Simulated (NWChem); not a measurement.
# NWChem input wanted

The species is SiH4S (6 atoms), meant as a singlet with charge 0. The two molecules were placed rigidly side by side, at 0.8 times their contact distance; the pair isn't optimised.

```xyz
6

Si   -2.7748   -3.0941    1.7153
S    -0.7184   -3.4021    1.2213
H    -3.4199   -2.1252    0.7934
H    -2.7566   -2.5468    3.0926
H    -3.5408   -4.3659    1.6851
H    -0.9700   -3.8807   -0.0087
```

Settings wanted:

```yaml
task: energy
method: DFT
functional: BLYP
dispersion: none
basis_set: 3-21G
reference: RKS
relativity: none
integration_grid: fine
SCF_convergence_threshold: 1e-08
iteration_cap: 100
symmetry: none
module: dft
d_and_f_functions: spherical
```

Task: Give an NWChem 7.3.0 job that does this.

Result: One that was run (others would do as well):

mol.nw:
```
start mol
title "H4SSi"
memory total 2200 mb

geometry noautosym nocenter noautoz
 Si   -2.774760   -3.094110    1.715350
 S    -0.718390   -3.402100    1.221340
 H    -3.419910   -2.125160    0.793360
 H    -2.756630   -2.546810    3.092610
 H    -3.540770   -4.365860    1.685080
 H    -0.969990   -3.880690   -0.008740
end

basis spherical bse
 * library 3-21G
end

dft
 xc becke88 lyp
 grid fine
 convergence energy 1e-08
 iterations 100
 mulliken
 print low
end

task dft
```

```bash
$ nwchem mol.nw > mol.out
```

Calculated total energy: -686.52865 Eh.
